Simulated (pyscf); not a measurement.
silanone (O=SiH₂) + water (H₂O) → O=SiH–OH + hydrogen (H₂) (four-centre exchange; singlet surface; H–Si, H–O broken, O–Si, H–H formed). Optimised with ωB97X-D3(BJ)/def2-SVP in PySCF. Energies in kcal/mol from the separated reactants.

| level | barrier | reaction energy |
|---|---|---|
| ωB97X-D3(BJ)/def2-TZVP | ___ | -29.6 |
| PBE/def2-TZVP | 0.7 | -28.3 |
| r²SCAN/def2-TZVP | ___ | ___ |
| PBE0-D3(BJ)/def2-TZVP | 2.0 | -28.3 |
| M06-2X/def2-TZVP | 3.9 | -31.9 |
| ωB97M-D3(BJ)/def2-TZVP | 5.1 | -29.3 |

Task: Some entries are withheld; supply them.

Result: 
- ωB97X-D3(BJ)/def2-TZVP, barrier: 4.8
- r²SCAN/def2-TZVP, barrier: -0.1
- r²SCAN/def2-TZVP, reaction energy: -31.1

On the reactant side the descent ends in an adduct with a O–Si contact, 22.0 kcal/mol under the separated species and 26.7 kcal/mol under the saddle at ωB97X-D3(BJ)/def2-TZVP. What is counted as formed (O–Si) is already present as a longer contact in the reactant adduct; forming that adduct is a step of its own. At the saddle there is also a short H–Si contact that neither side keeps. The same reactants have a lower exit, to HO–SiH₂–OH (barrier -19.1 kcal/mol at ωB97M-D3(BJ)/def2-TZVP, against +5.1 kcal/mol here). O=SiH–OH lies 9.8 kcal/mol over its isomer HO–Si:–OH [singlet] (electronic energy, ωB97M-D3(BJ)/def2-TZVP). This is the saddle that the search found; another between the same sides may lie lower.
